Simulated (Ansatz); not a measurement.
# B2S (triplet): wave-function methods side by side at a displaced geometry (v2), cc-pVDZ

How much of the correlation energy of B2S (triplet) does each wave-function method recover here?

The runs use Ansatz 0.2.0, Gaussian basis; cc-pVDZ, core rule «outside noble gas», up to 7 orbitals frozen.

Plan: UHF; CCSD(T) on ROHF; CCSD(T) on UHF; BCCD(T) on ROHF; CISD; CCSDT(Q) on ROHF; CCSDT(Q) on UHF.

27 further runs of the same task are left out: 13 that didn't finish, 14 set aside as unsound or not needed.

## Step 1: The system

The geometry is a PBE0/def2-TZVP stationary point (not a proven minimum) with its atoms shifted at random (size 0.100 Å).

3 atoms, charge 0, spin multiplicity 3.

Atoms are counted from 1 here; the program's logs count them from 0.

Bond lengths: B1–B2 1.590 Å, B2–S3 1.628 Å. Angles: B1–B2–S3 171.2°.

## Step 2: UHF

in.yaml reads:

```yaml
crystal:
  periodic: [false, false, false]
  atoms:
    - {symbol: B, position_ang: [0.084376, 0.005225, 1.595999]}
    - {symbol: B, position_ang: [-0.080498, 0.013599, 0.014891]}
    - {symbol: S, position_ang: [-0.003878, -0.018825, -1.610890]}
basis:
  gaussian: {orbitals: cc-pVDZ}
magnetization: {spin_polarized: true, initial_magnetization: 2}
hamiltonian: {xc: hf}
output: {orbitals: {seedname: orbitals}}
```

Started as:

```
$ ansatz run in.yaml --threads 1 --pin off --events-out ev --progress --plain --max-ram 2393MiB
```

After this run come: CCSD(T) on ROHF; CCSD(T) on UHF; BCCD(T) on ROHF; CISD; CCSDT(Q) on ROHF; CCSDT(Q) on UHF.

Before running them: what should the planned runs give, taken together? Wanted: UCCSDT(Q) below the RHF energy; RMP2 from UCCSDT(Q); UMP2 from UCCSDT(Q); RCCSD from UCCSDT(Q); RCCSD(T) from UCCSDT(Q); UCCSD(T) from UCCSDT(Q); RCCSDT(Q) from UCCSDT(Q); T1 diagnostic.

As calculated:

```
                         quantity                      value
   UCCSDT(Q) below the RHF energy                 -7.5162 eV
              RMP2 from UCCSDT(Q)              +115.1 kJ/mol
              UMP2 from UCCSDT(Q)              +114.2 kJ/mol
             RCCSD from UCCSDT(Q)               +42.4 kJ/mol
          RCCSD(T) from UCCSDT(Q)                +7.4 kJ/mol
          UCCSD(T) from UCCSDT(Q)                +7.5 kJ/mol
         RCCSDT(Q) from UCCSDT(Q)                +0.8 kJ/mol
levels within 1 kcal/mol (43 meV)  RCCSDT, UCCSDT, RCCSDT(Q)
                    T1 diagnostic                      0.037
```

**Reading.** RCCSD(T) misses by +7.4 kJ/mol, 1.0 % of the correlation energy. These misses are within one basis, not against nature; the frozen cores of restricted and unrestricted runs differ, which can shift their rows.
